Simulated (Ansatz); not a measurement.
Ansatz (a program for electronic structure) input (HF/cc-pV(T+d)Z): A basis named .json is the Basis Set Exchange file of that set (core-valence sets with the plain set on hydrogen).

Ansatz 0.2 input:
```yaml
crystal:
  periodic: [false, false, false]
  atoms:
    - {symbol: C, position_ang: [-0.00000000, -0.00000000, -1.11416072]}
    - {symbol: S, position_ang: [0.00000000, 0.00000000, 0.41781027]}
basis:
  gaussian:
    orbitals: cc-pV_T+d_Z.json
    fitting: {mean_field: cc-pV5Z-JKFIT.json}
hamiltonian:
  xc: {name: HF}
magnetization: {spin_polarized: false}
```

Output:

```
Functional definition: HF
integrals: 0.01 GiB planned
327 factors; integrals over basis functions are off by at most 1.2e0 eV
mean field: 0.07 GiB planned
mean field evaluation 1: about -11846.2700 eV, gradient 9.0e0 eV
mean field evaluation 2: about -11846.5575 eV, gradient 3.2e0 eV
mean field evaluation 4: about -11846.6144 eV, gradient 7.0e-1 eV
mean field evaluation 8: about -11846.6172 eV, gradient 2.1e-5 eV
mean field -11846.61721533 eV, -435.3551527378 hartree, gradient 2.1e-5 eV, S^2 0.000000; 0 other end points of the search recorded, 0 dependent functions left out
reference -11846.61721533 eV, -435.3551527378 hartree; 11, 11 occupied and 58, 58 virtual orbitals, 327 factors
Total energy: -11846.61721533 eV, -435.3551527378 hartree
```
